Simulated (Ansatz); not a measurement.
System: fcc Pt. Method: r²SCAN (plane waves, PAW; Ansatz, a program for electronic structure).

Numerical settings: plane-wave cutoff 600 eV, 28×28×28 k mesh, Fermi–Dirac smearing 0.052 eV (set by the program), scalar-relativistic PAW data made under PBE.

Computed at the level's own relaxed cell.

Hill averages of the elastic tensor: K = 271.5 GPa, G = 52.0 GPa. Volume 15.295 Å³/atom, mean atomic mass 195.084 u.

Work out the density, the sound velocities of a polycrystal and the elastic Debye temperature, and Pugh's ratio at this level.

ρ = 1.66054 × 195.084/15.295 = 21.180 g/cm³. v_l = √[(K + 4G/3)/ρ] = 4.012 km/s and v_t = √(G/ρ) = 1.567 km/s. The mean follows from 3/v_m³ = 1/v_l³ + 2/v_t³: v_m = 1.776 km/s. Θ_D = (ħ/k_B) v_m (6π²/V)^(1/3) = 76.38 K Å s/km × 1.776 × 1.5702 Å⁻¹ = 213 K, counting all atoms of the cell. K/G = 5.22, to be set beside Pugh's rough bound of 1.75 between brittle and ductile metals.
